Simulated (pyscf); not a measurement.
Single points on ωB97X-D3(BJ)/def2-SVP structures (PySCF, gas phase).

Q: Estimate by transition-state theory the rate constant of HBr + •H₂Si–Br -> Br–SiH₂–Br + H• (doublet surface; Br–H broken, Br–Si formed) at 900 K, with ωB97M-D3(BJ)/def2-TZVP energies (ideal gas, 1 atm, RRHO with modes under 100 cm⁻¹ raised to 100, one conformer, R ln 2 for chiral ones without a mode under 150 cm⁻¹; no tunnelling).

A: The electronic barrier is 10.6 kcal/mol and the thermal terms add +25.9, so ΔG‡ = 36.5 kcal/mol. With k_BT/h = 1.88e+13 s⁻¹ and RT = 1.788 kcal/mol, and a volume of 1.23e-19 cm³ per molecule at 1 atm, k = 3.1e-15 cm³ molecule⁻¹ s⁻¹. Wigner's tunnelling factor for 459i cm⁻¹ would be 1.02. A shift of 1 kcal/mol in the barrier changes k by a factor 1.7. This is the saddle that the search found; another between the same sides may lie lower. The angle at the transferred Br is 172°. Elements up to Kr have no core potential and no relativistic terms here.
